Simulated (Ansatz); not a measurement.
# The silicon atom (triplet): the correlation ladder, STO-3G

Aim: climb from Hartree-Fock through coupled cluster and multireference methods for the silicon atom (triplet) at one geometry and basis, and see what each rung misses.

Computed with Ansatz 0.2.0, Gaussian basis. Level: STO-3G, core rule «outside noble gas», up to 5 orbitals frozen.

The runs, in order: UHF; CCSD(T) on ROHF; CCSD(T) on UHF; BCCD(T) on ROHF; CISD; CCSDT(Q) on ROHF; CCSDT(Q) on UHF; CASSCF and MRCISD+Q, 4 electrons in 4 orbitals; CASSCF and MRCISD+Q(relaxed), 4 electrons in 4 orbitals; CASSCF and NEVPT4(SD), 4 electrons in 4 orbitals; CASSCF and NEVPT2, 4 electrons in 4 orbitals; Full CI.

## 1. The atom

A free atom, in its lowest state of this spin that the program finds.

1 atom, charge 0, spin multiplicity 3.

## 2. UHF

in.yaml reads:

```yaml
crystal:
  periodic: [false, false, false]
  atoms:
    - {symbol: Si, position_ang: [0.000000, 0.000000, 0.000000]}
basis:
  gaussian: {orbitals: STO-3G}
magnetization: {spin_polarized: true, initial_magnetization: 2}
hamiltonian: {xc: hf}
output: {orbitals: {seedname: orbitals}}
```

On the command line:

```
> ansatz run in.yaml --threads 1 --pin off --events-out ev --progress --plain --max-ram 2393MiB
```

After this run come: CCSD(T) on ROHF; CCSD(T) on UHF; BCCD(T) on ROHF; CISD; CCSDT(Q) on ROHF; CCSDT(Q) on UHF; CASSCF and MRCISD+Q, 4 electrons in 4 orbitals; CASSCF and MRCISD+Q(relaxed), 4 electrons in 4 orbitals; CASSCF and NEVPT4(SD), 4 electrons in 4 orbitals; CASSCF and NEVPT2, 4 electrons in 4 orbitals; Full CI.

Q: Predict the results of all the runs planned. Wanted: FCI below the RHF energy; RMP2 from FCI; UMP2 from FCI; RCCSD from FCI; RCCSD(T) from FCI; UCCSD(T) from FCI; RCCSDT(Q) from FCI; UCCSDT(Q) from FCI; NEVPT2 valence from FCI.

The runs gave:

```
                         quantity                                                                                                                                                                                                   value
         FCI below the RHF energy                                                                                                                                                                                              -0.3650 eV
                    RMP2 from FCI                                                                                                                                                                                              +166.4 meV
                    UMP2 from FCI                                                                                                                                                                                              +166.2 meV
                   RCCSD from FCI                                                                                                                                                                                                 0.0 meV
                RCCSD(T) from FCI                                                                                                                                                                                                 0.0 meV
                UCCSD(T) from FCI                                                                                                                                                                                                -0.2 meV
               RCCSDT(Q) from FCI                                                                                                                                                                                                 0.0 meV
               UCCSDT(Q) from FCI                                                                                                                                                                                                -0.2 meV
          NEVPT2 valence from FCI                                                                                                                                                                                                 0.0 meV
      NEVPT4(SD) valence from FCI                                                                                                                                                                                                 0.0 meV
        MRCISD+Q valence from FCI                                                                                                                                                                                                 0.0 meV
levels within 1 kcal/mol (43 meV)  CISD, RCCSD, UCCSD, RCCSD(T), UCCSD(T), BCCD(T), RCCSDT, UCCSDT, RCCSDT(Q), UCCSDT(Q), CASSCF valence, NEVPT2 valence, NEVPT4(SD) valence, MRCISD valence, MRCISD+Q valence, MRCISD+Q(relaxed) valence
                    T1 diagnostic                                                                                                                                                                                                   0.000
   effectively unpaired electrons                                                                                                                                                                                                    2.01
```

In words: RCCSD(T) lands 0.0 meV from the yardstick (0.0 % of the correlation energy). One determinant dominates. Of the multireference levels listed NEVPT2 valence comes nearest in total energy (0.0 meV), which doesn't show that its space is the better one. These misses are within one basis, not against nature; the frozen cores of restricted and unrestricted runs differ, which can shift their rows.
